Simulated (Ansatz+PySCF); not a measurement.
Values are calculated unless marked as measured or tabulated.
# Several solutions for doublet C2H

```xyz
3

H     0.0000    0.0000   -1.6772
C     0.0000    0.0000   -0.5148
C     0.0000    0.0000    0.7943
```

Basis set: def2-SVP (spherical functions). Charge 0, multiplicity 2.

UHF was run from several starts with Ansatz (development build ahead of 0.2.0) and PySCF 2.14.0.

| run | program | start | converged | energy (hartree) | <S²> |
| --- | --- | --- | --- | --- | --- |
| A | PySCF | guess atom, instabilities followed | yes | -76.06820 | 0.80 |
| B | PySCF | program defaults | yes | -76.06820 | 0.80 |
| C | Ansatz | atomic start, no search | yes | -76.06820 | 0.80 |
| D | PySCF | guess huckel, instabilities followed | yes | -76.06820 | 0.80 |
| E | PySCF | guess minao, instabilities followed | yes | -76.06820 | 0.80 |
| F | Ansatz | stability test followed | yes | -76.06820 | 0.80 |
| G | Ansatz | search for the lowest state | yes | -76.07822 | 1.55 |
| H | PySCF | guess 1e, instabilities followed | yes | -76.07822 | 1.55 |

Question: Which runs reached the lowest solution of this kind, and what is wrong with the others?

Answer: G, H reached the lowest solution found. Converged but too high: A by 0.27 eV, B by 0.27 eV, C by 0.27 eV, D by 0.27 eV, E by 0.27 eV, F by 0.27 eV. Convergence only shows a stationary point, and even a stable one can lie too high; stability tests and further starts are what find lower ones. Caution: the unrestricted determinant is spin contaminated.
